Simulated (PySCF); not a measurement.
**UCCSD(T)/STO-6G run of LiO (lithium monoxide)**

Aim: the vertical ionisation energy of LiO (lithium monoxide) at UCCSD(T)/STO-6G, from 2 runs. 

The calculation is run with PySCF 2.14.0.

23 further runs of the same task are left out: 8 that didn't finish, 15 set aside as unsound or not needed.

## 1. The structure to begin with

LiO: 2 atoms, total charge 0, spin state doublet. SMILES: `[Li][O]`. The coordinates come from a PBE0-D4/def2-TZVP relaxation.

Bond lengths: Li1–O2 1.681 Å.

## 2. The energy at UCCSD(T)/STO-6G

The input, input.py:

```python
from pyscf import gto, cc

molecule = gto.Mole()
molecule.atom = '''
Li     0.000000     0.000000    -0.057440
O      0.000000     0.000000     1.623240
'''
molecule.spin = 1
molecule.verbose = 3
molecule.basis = 'sto-6g'
molecule.charge = 0
molecule.max_memory = 1860
molecule.build()

mf = molecule.UHF()
mf.conv_tol = 1e-10
mf.kernel()
if not mf.converged:
    mf = mf.newton().run(mf.mo_coeff, mf.mo_occ)

mycc = cc.CCSD(mf, frozen=1)
mycc.kernel()
e_t = mycc.ccsd_t()
energy = mycc.e_tot + e_t
print('Final energy', energy)
```

Started as:

```bash
$ OMP_NUM_THREADS=1 python input.py
```

Log:

```text
converged SCF energy = -81.9237567695564  <S^2> = 1.0944697  2S+1 = 2.3190254
E(UCCSD) = -81.9739417400943  E_corr = -0.05018497053787333
UCCSD(T) correction = -0.00401180828793196
Final energy -81.97795354838223
```

Run time: 1.1 s. Hardware: 1 thread of Arm Neoverse V1, shared host; peak memory 0.12 GiB.

## 3. The singlet cation, same level

The input, run.py:

```python
from pyscf import gto, cc

system = gto.M(
    atom='Li -0.000000 -0.000000 -0.057440; O 0.000000 0.000000 1.623240',
    max_memory=1860,
    charge=1,
    verbose=3,
    basis='sto-6g',
    spin=0,
)

mf = system.RHF()
mf.conv_tol = 1e-10
mf.kernel()
if not mf.converged:
    mf = mf.newton().run(mf.mo_coeff, mf.mo_occ)

mycc = cc.CCSD(mf, frozen=1)
mycc.kernel()
e_t = mycc.ccsd_t()
e_final = mycc.e_tot + e_t
print('E = %.10f Eh' % e_final)
```

Started as:

```bash
$ OMP_NUM_THREADS=1 python run.py
```

Log:

```text
converged SCF energy = -81.6388937846801
E(CCSD) = -81.68768138881842  E_corr = -0.04878760413832164
CCSD(T) correction = -0.00170075693189761
E = -81.6893821458 Eh
```

It took 0.97 s on 1 thread of Arm Neoverse V1, shared host; peak memory 0.12 GiB.

## 4. Outcome

At UCCSD(T)/STO-6G, 1 core orbital frozen:

```
                                                               quantity         value
                                              doublet LiO: total energy  -81.97795 Eh
                      doublet LiO: dipole moment (Hartree–Fock density)        2.64 D
doublet LiO: HOMO energy (Hartree–Fock orbitals) (highest over α and β)      -4.52 eV
 doublet LiO: LUMO energy (Hartree–Fock orbitals) (lowest over α and β)       2.17 eV
                doublet LiO: correlation energy (1 core orbital frozen)     -54.2 mEh
                                            doublet LiO: (T) correction     -4.01 mEh
                         doublet LiO: ⟨S²⟩ of the reference determinant         1.094
                                             doublet LiO: T1 diagnostic         0.071
                                           singlet cation: total energy  -81.68938 Eh
                    singlet cation: HOMO energy (Hartree–Fock orbitals)     -21.61 eV
                    singlet cation: LUMO energy (Hartree–Fock orbitals)      -5.76 eV
                  singlet cation: HOMO–LUMO gap (Hartree–Fock orbitals)      15.85 eV
             singlet cation: correlation energy (1 core orbital frozen)     -50.5 mEh
                                         singlet cation: (T) correction     -1.70 mEh
                                          singlet cation: T1 diagnostic         0.004
                     vertical ionisation energy (to the singlet cation)      7.852 eV
```

Removing an electron at fixed nuclei costs 7.85 eV (758 kJ/mol). Only the singlet of the ionised species was computed; a triplet could lie lower. In a minimal basis such a difference can be off by several eV, whatever the method. ⟨S²⟩ (doublet LiO) is 1.09 where a pure doublet has 0.75: the reference is spin-contaminated. The T1 diagnostic (doublet LiO) of 0.071 is above the customary mark for such species, so a single reference may not serve. The triples (doublet LiO) make up 7.4 % of the correlation energy.
